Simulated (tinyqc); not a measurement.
Inside a calculation (part 2 of 2). Method: RHF in the sto-3g basis, for LiH, spin multiplicity 1. Computed by tinyqc, a small Python program that keeps every step (integrals from PySCF). Command: `OMP_NUM_THREADS=1 python tinyqc.py 27803 27804 out.jsonl` (the two numbers bound the seeds that draw the settings). One thread of a shared host (Intel(R) Xeon(R) Processor @ 2.60GHz), about 0.08 s of CPU time with the checks.

Geometry (angstrom):
```
atom         x         y         z
Li    0.000000  0.000000  0.000000
H     0.000000  0.000000  1.747000
```

## Iteration 17 (converged): orbitals

converged F (hartree), order 1Li 1s, 1Li 2s, 1Li 2px, 1Li 2py, 1Li 2pz, 2H 1s:
```
[[-2.350229, -0.640333, 0.000000, 0.000000, 0.014563, -0.132847],
 [-0.640333, -0.221642, 0.000000, 0.000000, -0.093026, -0.247125],
 [0.000000, 0.000000, 0.163717, 0.000000, 0.000000, 0.000000],
 [0.000000, 0.000000, 0.000000, 0.163717, 0.000000, 0.000000],
 [0.014563, -0.093026, 0.000000, 0.000000, 0.015461, -0.225004],
 [-0.132847, -0.247125, 0.000000, 0.000000, -0.225004, -0.124598]]
```

X, order 1Li 1s, 1Li 2s, 1Li 2px, 1Li 2py, 1Li 2pz, 2H 1s:
```
[[0.200745, 0.790722, 0.000000, 0.000000, 0.605027, 0.180830],
 [-0.730165, -0.616203, 0.000000, 0.000000, 0.475601, 0.368737],
 [0.000000, 0.000000, 0.997913, 0.064578, 0.000000, 0.000000],
 [0.000000, 0.000000, -0.064578, 0.997913, 0.000000, 0.000000],
 [-0.875333, 0.456741, 0.000000, 0.000000, -0.477645, 0.403418],
 [1.106229, -0.188807, 0.000000, 0.000000, -0.173823, 0.529785]]
```

Diagonalise F' = X^T F X, C = X C', fill 2 alpha and 2 beta electrons from the bottom; D = 2 C_occ C_occ^T. Each column has its largest component positive (the first on a tie).

F' = X^T F X (hartree):
```
[[0.486148, -0.159581, 0.000000, 0.000000, -0.120148, -0.052655],
 [-0.159581, -0.846984, 0.000000, 0.000000, -1.091291, -0.362964],
 [0.000000, 0.000000, 0.163717, 0.000000, 0.000000, 0.000000],
 [0.000000, 0.000000, 0.000000, 0.163717, 0.000000, 0.000000],
 [-0.120148, -1.091291, 0.000000, 0.000000, -1.213916, -0.496720],
 [-0.052655, -0.362964, 0.000000, 0.000000, -0.496720, -0.468571]]
```

orbital energies (hartree): [-2.352788, -0.272463, 0.076686, 0.163717, 0.163717, 0.505241]

coefficients C, order 1Li 1s, 1Li 2s, 1Li 2px, 1Li 2py, 1Li 2pz, 2H 1s:
```
[[0.991350, -0.159159, -0.211741, 0.000000, 0.000000, 0.106571],
 [0.033251, 0.467703, 0.798223, 0.000000, 0.000000, -0.646529],
 [0.000000, 0.000000, 0.000000, 0.600266, 0.799800, 0.000000],
 [0.000000, 0.000000, 0.000000, 0.799800, -0.600266, 0.000000],
 [-0.005428, 0.340784, -0.608874, 0.000000, 0.000000, -0.937455],
 [0.001659, 0.559201, -0.152896, 0.000000, 0.000000, 1.110942]]
```

D after iteration 17, order 1Li 1s, 1Li 2s, 1Li 2px, 1Li 2py, 1Li 2pz, 2H 1s:
```
[[2.016212, -0.082951, 0.000000, 0.000000, -0.119239, -0.174715],
 [-0.082951, 0.439704, 0.000000, 0.000000, 0.318411, 0.523190],
 [0.000000, 0.000000, 0.000000, 0.000000, 0.000000, 0.000000],
 [0.000000, 0.000000, 0.000000, 0.000000, 0.000000, 0.000000],
 [-0.119239, 0.318411, 0.000000, 0.000000, 0.232326, 0.381115],
 [-0.174715, 0.523190, 0.000000, 0.000000, 0.381115, 0.625417]]
```

Within a degenerate level the vectors are fixed only up to a rotation; this is one choice.

## Convergence

Stop when the energy changes by less than 1e-08 hartree and every element of the error matrix X^T (F D S - S D F) X is below 3e-05.

Course of the cycle:
```
iteration  E (hartree)     change  largest element of the error matrix
1          -7.65622931          -                             1.33e-01
2          -7.80129003  -1.45e-01                             8.20e-02
3          -7.84158586  -4.03e-02                             3.53e-02
4          -7.85108154  -9.50e-03                             1.34e-02
5          -7.85329572  -2.21e-03                             6.38e-03
6          -7.85384063  -5.45e-04                             3.92e-03
7          -7.85398725  -1.47e-04                             2.44e-03
8          -7.85403095  -4.37e-05                             1.52e-03
9          -7.85404525  -1.43e-05                             9.47e-04
10         -7.85405026  -5.02e-06                             5.91e-04
11         -7.85405211  -1.84e-06                             3.69e-04
12         -7.85405280  -6.95e-07                             2.30e-04
13         -7.85405307  -2.67e-07                             1.44e-04
14         -7.85405317  -1.03e-07                             8.99e-05
15         -7.85405321  -4.00e-08                             5.62e-05
16         -7.85405323  -1.56e-08                             3.51e-05
17         -7.85405323  -6.07e-09                             2.19e-05
```

PySCF RHF in the same basis = -7.85405324 hartree

Converged in 17 iterations.

## Populations, bond orders and dipole

overlap S, order 1Li 1s, 1Li 2s, 1Li 2px, 1Li 2py, 1Li 2pz, 2H 1s:
```
[[1.000000, 0.241137, 0.000000, 0.000000, 0.000000, 0.048486],
 [0.241137, 1.000000, 0.000000, 0.000000, 0.000000, 0.358800],
 [0.000000, 0.000000, 1.000000, 0.000000, 0.000000, 0.000000],
 [0.000000, 0.000000, 0.000000, 1.000000, 0.000000, 0.000000],
 [0.000000, 0.000000, 0.000000, 0.000000, 1.000000, 0.482593],
 [0.048486, 0.358800, 0.000000, 0.000000, 0.482593, 1.000000]]
```

Mulliken: Z minus the diagonal of D S on the atom; Loewdin: the same with S^(1/2) D S^(1/2); Mayer order: 2 sum_s sum (D(s) S)_ij (D(s) S)_ji over the two atoms.

Charges (e):
```
atom   Mulliken    Loewdin
1Li   -0.011410  -0.009821
2H     0.011410   0.009821
```

Mayer bond orders:
```
pair     order
2-1   0.999870
```

dipole moment about the origin, x y z (debye): [0.000000, 0.000000, -4.902430]
